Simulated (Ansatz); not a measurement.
**BH₂Cl: basis-set convergence**

An exercise on one series of results from a longer session: the logs are not shown, and one member is left open.

Computed with Ansatz 0.2.0, Gaussian basis. Level: one geometry, several basis sets.

The runs, in order: PBE0-D4/def2-SVP; ωB97M-V/def2-SVP; PBE0-D4/def2-QZVPP; ωB97M-V/def2-QZVPP; CCSD(T)/cc-pV(D+d)Z; CCSD(T)/cc-pV(T+d)Z; CCSD(T)/cc-pV(Q+d)Z; the functionals' def2-TZVPP values are taken from earlier runs.

**The geometry**

An earlier PBE0-D4 in a triple-zeta def2 set relaxation fixed the geometry.

SMILES `BCl`, 4 atoms, charge 0, spin multiplicity 1.

Atoms are counted from 1 here; the program's logs count them from 0.

Bond lengths: B1–Cl2 1.733 Å, B1–H3 1.190 Å, B1–H4 1.190 Å. Angles: Cl2–B1–H3 118.1°, Cl2–B1–H4 118.1°, H3–B1–H4 123.8°.

Set-up of the first run:

in.yaml

```yaml
crystal:
  periodic: [false, false, false]
  atoms:
    - {symbol: B, position_ang: [-0.116737, 0.021680, -0.075281]}
    - {symbol: Cl, position_ang: [1.364994, -0.395289, 0.721178]}
    - {symbol: H, position_ang: [-1.106203, -0.559526, 0.240436]}
    - {symbol: H, position_ang: [-0.086554, 0.872834, -0.906634]}
basis:
  gaussian: {orbitals: def2-SVP}
hamiltonian: {xc: pbe0, dispersion: d4}
output: {orbitals: {seedname: orbitals}}
```

Among the steps run: PBE0-D4 in def2-SVP; ωB97M-V in def2-SVP; PBE0-D4 in def2-QZVPP; ωB97M-V in def2-QZVPP.

One table of the session follows, with a row left open; its other results are not shown here.

It belongs to the step «Density functionals: the series». 

```
functional       basis  HOMO (eV)  LUMO (eV)
   PBE0-D4    def2-SVP      -8.53      -1.66
   PBE0-D4  def2-TZVPP          ?          ?
   PBE0-D4  def2-QZVPP      -8.67      -1.86
   ωB97M-V    def2-SVP     -10.76       0.48
   ωB97M-V  def2-TZVPP     -10.92       0.20
   ωB97M-V  def2-QZVPP     -10.95       0.11
```

Q: Estimate the row for PBE0-D4, def2-TZVPP from the others.

**Answer.** HOMO (eV): -8.65; LUMO (eV): -1.82. In the column «HOMO (eV)» it lies between PBE0-D4, def2-QZVPP (-8.67) and PBE0-D4, def2-SVP (-8.53).
